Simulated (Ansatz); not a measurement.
Ge–Al–OH, triplet: reading a ladder of total energies

Geometry: displaced at random from a stationary point.

```xyz
4

Al    0.0023   -0.0018   -0.4356
Ge    0.0015   -0.0180   -2.8659
O     0.0495    0.0413    1.1621
H    -0.0533   -0.0215    2.1395
```

Basis cc-pVDZ; Ansatz 0.2.0. Correlated methods freeze the noble-gas cores and the filled d shells of p-block atoms, which leaves 14 electrons in 44 orbitals. R marks a restricted (for open shells ROHF) determinant, U an unrestricted one. No spin–orbit coupling is included, and no scalar relativity.

Full CI isn't at hand for all of this; UCCSDT(Q) serves as the reference, and is uncertain by the last step of the cluster series or more.

UCCSD has a T1 diagnostic of 0.020 and a largest doubles amplitude of 0.07.

Runs differ by some tens of microhartree through their thresholds and, for an open shell, their frozen cores, so steps under 0.03 kcal/mol mean nothing.

Here the R and U totals at CCSDT(Q) differ by 0.18 kcal/mol, a measure of how far such totals hang on the determinant and its frozen core.

| level | total energy (hartree) |
| --- | --- |
| UHF | -2392.717723 |
| UMP2 | -2393.009863 |
| UCCSD | -2393.035078 |
| UCCSD(T) | -2393.044187 |
| UCCSDT | -2393.045484 |
| UCCSDT(Q) | -2393.046557 |

**Question.** What is the correlation energy at UCCSDT(Q), and what share of it do UMP2 and UCCSD recover?

**Answer.** E(corr) = -2393.046557 − (-2392.717723) = -0.328834 hartree = -8.948 eV. UMP2: -0.292140 / -0.328834 = 88.84 %. UCCSD: -0.317355 / -0.328834 = 96.51 %.

**Question.** By how many kcal/mol does UCCSD(T) miss UCCSDT(Q) (1 hartree = 627.509 kcal/mol), and which steps make up the rest?

**Answer.** -2393.044187 − (-2393.046557) = 0.002370 hartree = 1.49 kcal/mol. Steps: UCCSDT − UCCSD(T) = -0.81, UCCSDT(Q) − UCCSDT = -0.67 kcal/mol. Differences between like states or geometries often cancel part of this.
